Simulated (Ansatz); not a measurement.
Input file:

```yaml
crystal:
  periodic: [false, false, false]
  atoms:
    - {symbol: Si, position_ang: [0.000000, 0.000000, 0.000000]}
    - {symbol: H, position_ang: [1.906166, 0.018424, -0.000124]}
    - {symbol: H, position_ang: [-0.969039, 1.641572, -0.003762]}
    - {symbol: H, position_ang: [-0.937127, -1.659996, 0.003886]}
basis:
  gaussian: {orbitals: 6-31G}
total_charge: 1
magnetization: {spin_polarized: false}
hamiltonian: {xc: hf}
scf: {lower_state_search: light}
output: {forces: true, orbitals: {seedname: orbitals}}
```

```sh
$ ansatz run in.yaml --threads 1 --pin off --events-out ev --progress --plain --max-ram 2393MiB
```

Log:

```
236 factors; integrals over basis functions are off by at most 2.1e-4 eV
mean field evaluation 1: about -7895.6682 eV, gradient 4.9e0 eV
mean field evaluation 2: about -7895.6666 eV, gradient 4.9e0 eV
mean field evaluation 4: about -7895.8502 eV, gradient 3.2e-1 eV
mean field evaluation 8: about -7895.8510 eV, gradient 1.4e-5 eV
mean field -7895.85099758 eV, -290.1671721610 hartree, gradient 1.4e-5 eV, S^2 0.000000; 0 other end points of the search recorded, 0 dependent functions left out
the calculation of the forces begins
reference -7895.85099758 eV, -290.1671721610 hartree; 8, 8 occupied and 11, 11 virtual orbitals, 236 factors
Total energy: -7895.85099758 eV, -290.1671721610 hartree
Atom 0 at     0.000000     0.000000     0.000000 Å, force     0.000000     0.000000    -0.000000 eV/Å
Atom 1 at     1.906166     0.018424    -0.000124 Å, force    -3.617054    -0.034961     0.000235 eV/Å
Atom 2 at    -0.969039     1.641572    -0.003762 Å, force     1.838804    -3.114972     0.007139 eV/Å
Atom 3 at    -0.937127    -1.659996     0.003886 Å, force     1.778250     3.149933    -0.007374 eV/Å
Dipole moment:    -0.000000    -0.000000     0.000000 e Å
```

Forces (eV/Å):
```
Si   0.000  0.000  0.000
H   -3.617 -0.035  0.000
H    1.839 -3.115  0.007
H    1.778  3.150 -0.007
```

Ran on 1 thread of Arm Neoverse V2, shared host: 0.12 s wall, 0.06 GiB peak host memory.
